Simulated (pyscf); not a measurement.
This saddle point was located with ωB97X-D3(BJ)/def2-SVP in PySCF.

```
Ga
H 1 1.5465
H 1 1.5473 2 135.31
H 1 1.7085 2 108.14 3 141.50
H 4 1.1340 1 71.99 2 104.40
As 5 1.8643 4 167.22 1 -2.43
H 6 1.5148 5 105.37 4 -53.76
H 6 1.5150 7 94.55 5 -110.86
```

Surface: singlet, charge 0. Lowest wavenumbers (cm⁻¹): 1287i, 31, 208, 432, 516.

### Question
Which two sides does it connect, and which bonds change?

### Answer
AsH₃ + gallane (GaH₃) ⇌ H₂Ga–AsH₂ + hydrogen (H₂), a four-centre exchange read from left to right: As–H, Ga–H broken and As–Ga, H–H formed. At ωB97M-D3(BJ)/def2-TZVP it lies +21.1 kcal/mol from the left side and +30.0 kcal/mol from the right (each side as separated species at their lowest minima found). On the reactant side the descent ends in a complex, 5.5 kcal/mol under the separated species and 22.5 kcal/mol under the saddle at ωB97X-D3(BJ)/def2-TZVP. At the saddle there is also a short Ga–H contact that neither side keeps. At ωB97X-D3(BJ)/def2-TZVP the barrier from the zero used here is 17.0 kcal/mol. This is the saddle that the search found; another between the same sides may lie lower. Elements up to Kr have no core potential and no relativistic terms here.
